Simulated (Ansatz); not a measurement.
# H2Al–AsH2, singlet: vertical spin and charge gaps

Geometry (PBE0/def2-TZVP stationary point for this spin, not checked as a minimum):

```xyz
6

Al    0.0319    0.0000    1.7496
As   -0.0385    0.0000   -0.6783
H     0.0000    1.3773    2.5371
H     0.0000   -1.3773    2.5371
H     1.0023    1.1086   -0.7464
H     1.0023   -1.1086   -0.7464
```

Basis cc-pVTZ; Ansatz 0.2.0. Only valence electrons are correlated (noble-gas cores and the filled d shells of p-block atoms frozen). Prefix R: restricted or restricted open-shell reference; prefix U: unrestricted. No spin–orbit coupling is included, and no scalar relativity.

Gaps are energies of the second state less the first, at fixed atoms, for a selection of the levels run; each method lands on the state that its own search finds for that charge and spin.

Problem. PBE gives 9.173 eV for removing an electron, to the doublet. Estimate what UCCSDT(Q) gives in cc-pVTZ.

Solution. UCCSDT(Q) in cc-pVTZ gives 9.295 eV, so against it PBE is off by -0.122 eV.

```tsv
level	gap (eV)	error (meV)
UHF	8.368	-927
UMP2	9.303	8
UCCSD(T)	9.296	1
BCCD(T)	9.299	4
UCCSDT	9.290	-5
PBE0	9.262	-33
B3LYP	9.299	4
wB97M-V	9.291	-4
RPA-PBE	9.469	174
```

Triplet less singlet: 3.998 eV at UCCSDT(Q).

```json
{"level": "UHF", "gap (eV)": "3.643", "error (meV)": "-355"}
{"level": "UCCSD", "gap (eV)": "4.014", "error (meV)": "16"}
{"level": "UCCSD(T)", "gap (eV)": "4.017", "error (meV)": "19"}
{"level": "BCCD(T)", "gap (eV)": "4.018", "error (meV)": "20"}
{"level": "UCCSDT", "gap (eV)": "3.997", "error (meV)": "-1"}
{"level": "PBE", "gap (eV)": "3.652", "error (meV)": "-346"}
{"level": "r2SCAN", "gap (eV)": "3.681", "error (meV)": "-317"}
{"level": "PBE0", "gap (eV)": "3.798", "error (meV)": "-200"}
{"level": "wB97M-V", "gap (eV)": "4.101", "error (meV)": "103"}
{"level": "RPA-PBE", "gap (eV)": "3.826", "error (meV)": "-172"}
```

Functionals correlate the shells that the reference freezes, so part of their error here is the reference's.

Full CI isn't at hand for all of this; UCCSDT(Q) serves as the reference, and is uncertain by about the last step of the cluster series. The frozen core follows each run's orbitals, which can shift R against U totals by a few meV for light atoms and by up to 0.1 eV past Ca.
